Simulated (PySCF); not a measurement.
**C3H4F2O: geometry, NMR shifts, spin-spin couplings and electronic excitations**

Wanted: the NMR shifts, spin-spin couplings and electronic excitations of C3H4F2O (`O=CCC(F)F`), by calculation.

Programs: PySCF 2.14.0, with density-fitted response routines of our own. Each step states its level of theory. These are calculated values for one molecule in the gas phase, unless marked as measured. Atoms count from 0, in the outputs and in this text.

### 1 Starting geometry

10 atoms, charge 0, multiplicity 1; geometry from: GFN2-xTB.

Bonds of the start (Å): O0–C1 1.19, C1–C2 1.51, C2–C3 1.52, C3–F4 1.35, C3–F5 1.35, C1–H6 1.11, C2–H7 1.09, C2–H8 1.10, C3–H9 1.10.

### 2 Optimising the geometry at PBE0-D3(BJ)/def2-SVP

The job: settings as JSON, then the geometry in Å.

```
{"job": {"xc": "PBE0", "basis": "def2-SVP", "d3": "d3bj", "grid": 1, "kind": "geom"}, "charge": 0, "multiplicity": 1}
O      2.377768     0.377792    -0.596477
C      1.424470    -0.155213    -0.113296
C      0.138060     0.551403     0.241419
C     -1.086760    -0.249834    -0.178257
F     -2.217819     0.392560     0.194880
F     -1.110597    -1.452611     0.444411
H      1.416660    -1.232507     0.134193
H      0.102906     1.540522    -0.217015
H      0.110272     0.663833     1.330315
H     -1.146076    -0.431291    -1.262700
```

**Question.** This job is followed by: GIAO PBE0/pcSseg-1 NMR shielding, non-relativistic, gas phase; B3LYP/pcJ-1 indirect spin-spin coupling, non-relativistic, gas phase; TDDFT CAM-B3LYP/def2-SVPD, vertical, gas phase, core orbitals frozen in the response; GIAO B97-2/pcSseg-2 NMR shielding, non-relativistic, gas phase. Predict these results of the whole session: point group; rotational constants (main isotopes); ¹³C shifts against TMS (PBE0/pcSseg-1); ¹H shifts against TMS (PBE0/pcSseg-1, means over atoms taken as alike); ¹⁷O shifts against H2O (PBE0/pcSseg-1); ¹⁹F shifts against CFCl3 (PBE0/pcSseg-1, means over atoms taken as alike); largest coupling of the table (B3LYP/pcJ-1); lowest singlet (CAM-B3LYP/def2-SVPD); brightest single state of those computed; lowest triplet; vertical ionisation energy (ΔSCF); vertical electron affinity (ΔSCF); range of the shift of O0.

As calculated:

| quantity | value |
| --- | --- |
| point group | C1 |
| rotational constants (main isotopes) | 8.66, 1.93, 1.66 GHz |
| ¹³C shifts against TMS (PBE0/pcSseg-1) | 200.8, 116.5, 52.3 ppm |
| ¹H shifts against TMS (PBE0/pcSseg-1, means over atoms taken as alike) | 9.73, 5.85, 2.59 ppm |
| ¹⁷O shifts against H2O (PBE0/pcSseg-1) | 749.0 ppm |
| ¹⁹F shifts against CFCl3 (PBE0/pcSseg-1, means over atoms taken as alike) | -128.5 ppm |
| largest coupling of the table (B3LYP/pcJ-1) | ¹J(C,F) C3–F4, -305.8 Hz |
| lowest singlet (CAM-B3LYP/def2-SVPD) | 4.21 eV (294 nm), f = 0.000 |
| brightest single state of those computed | state 10, 9.67 eV, f = 0.073 |
| lowest triplet | 3.59 eV |
| vertical ionisation energy (ΔSCF) | 10.67 eV |
| vertical electron affinity (ΔSCF) | -0.78 eV (unbound: the value hangs on the basis) |
| range of the shift of O0 | 699.2 to 749.0 ppm |

The most deshielded carbon is C1 (aldehyde carbonyl carbon), at 200.8 ppm: the double bond to the heteroatom, with no lone-pair donor beside it, deshields it most. H6 (hydrogen on an aldehyde carbonyl carbon) lies farthest downfield among hydrogen, at 9.73 ppm; the formyl region, downfield of aromatic protons. At PBE0/pcSseg-1: The largest span, 1463 ppm, is at O0, where the paramagnetic term is -811 ppm. Couplings across rotatable bonds belong to this one conformer; where others are populated, the observed values are averages, and the simulated multiplets take (2 J gauche + J anti)/3 across rotating chain bonds. Density functionals describe couplings to fluorine poorly, F–F couplings above all, so those rows are rough. The first singlet state (HOMO→LUMO 0.97) lies at 4.21 eV and is dark; of the 10 states computed, the strongest absorption comes from state 10 at 9.67 eV (the last computed, so partners may be missing). The lowest triplet lies 0.62 eV below the lowest singlet (triplets in Tamm-Dancoff, singlets in full TDDFT). The orbital energy would give 9.53 eV for ionisation, ΔSCF gives 10.67 eV. Across the 2 runs the shift of O0 moves most, between 699.2 (B97-2/pcSseg-2) and 749.0 ppm (PBE0/pcSseg-1).
